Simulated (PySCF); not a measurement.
# FH5Si2: the cost of one run

Programs: PySCF 2.14.0, with density-fitted response routines of our own. Each step states its level of theory. These are calculated values for one molecule in the gas phase, unless marked as measured. Atoms count from 0, in the outputs and in this text.

## 1. The starting structure

8 atoms, charge 0, multiplicity 1; geometry from: GFN2-xTB. The atoms were then displaced at random by about 0.01 Å, so the start is not that level's minimum.

Bonds of the start (Å): F0–Si1 1.63, Si1–Si2 2.32, Si1–H3 1.47, Si1–H4 1.47, Si2–H5 1.47, Si2–H6 1.46, Si2–H7 1.45.

## 2. Optimising the geometry at PBE0-D3(BJ)/def2-SVP

Job settings and geometry (Å):

```
{"job": {"xc": "PBE0", "basis": "def2-SVP", "d3": "d3bj", "grid": 1, "shake": 0.01, "kind": "geom"}, "charge": 0, "multiplicity": 1}
F      1.866920     0.108750     1.210160
Si     1.103520    -0.073060    -0.220910
Si    -1.184310     0.056070     0.114160
H      1.668440    -1.355840    -0.663820
H      1.707400     0.979030    -1.042990
H     -1.594920     1.357360     0.661900
H     -1.654590    -0.971360     1.041770
H     -1.857330    -0.120080    -1.152730
```

Launch:

```bash
$ OMP_NUM_THREADS=1 python probes_run.py task.json out
```

One launch serves the whole session: the jobs run in the order shown.

Q: Estimate the wall time and peak memory of this first job on 1 thread of Arm Neoverse V1, shared host.

About 8.1 s, with a peak of 0.32 GiB.
